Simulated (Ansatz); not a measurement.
Energy profile

The step: CH₆Si ([CH3][SiH3]) + H₂O → SiH₄O ([OH][SiH3]) + CH₄; bonds formed: Si1–O7, C2–H6; bonds broken: Si1–C2, H6–O7 (atoms numbered as in the saddle structure below).

Si1  (-0.664, 0.754, -0.204)
C2  (0.524, -0.723, 0.924)
H3  (-1.629, 0.988, -1.334)
H4  (-1.664, 0.445, 0.869)
H5  (0.012, 2.018, 0.157)
H6  (0.715, -0.497, -0.481)
O7  (0.572, 0.100, -1.473)
H8  (-0.183, -1.507, 1.191)
H9  (1.516, -1.187, 0.809)
H10  (0.624, -0.031, 1.762)
H11  (0.178, -0.360, -2.222)
(Å)

Electronic energies by CCSD(T) at an estimated basis limit (MP2 extrapolated from triple and quadruple zeta, plus CCSD(T) − MP2 in triple zeta), on PBE0-D4/def2-TZVP structures; CH$_{8}$OSi, closed shell; no counterpoise correction. Program: Ansatz 0.2.0. Basis: def2-TZVPP and def2-QZVPP. Cores are frozen in the correlated methods. Extrapolation: Hartree–Fock as exp(−7.88 √X), correlation as X^−2.97.

**Question.** Give the profile in eV, counted from the separated reactants. (Judge from chemistry; the value comes from the calculation.)

**Answer.** By the calculation:
| point | eV |
| --- | --- |
| separated: CH$_{6}$Si (linked as [CH3][SiH3]; Si1, C2, H3, H4, H5, H8, H9, H10; singlet) + H$_{2}$O (H6, O7, H11; singlet) | 0.000 |
| start structure | -0.088 |
| saddle | 2.099 |
| end structure | -0.965 |
| separated: SiH$_{4}$O (linked as [OH][SiH3]; Si1, H3, H4, H5, O7, H11; singlet) + CH$_{4}$ (C2, H6, H8, H9, H10; singlet) | -0.923 |

The T1 diagnostic stays at or below 0.012.

For scale, one of the runs: CCSD(T)/def2-TZVPP, 216 basis functions (an equivalent command: `ansatz run in.yaml --threads 4`). Hardware: 4 CPU threads, shared host. Wall time 43 s; peak host memory 3.2 GiB.
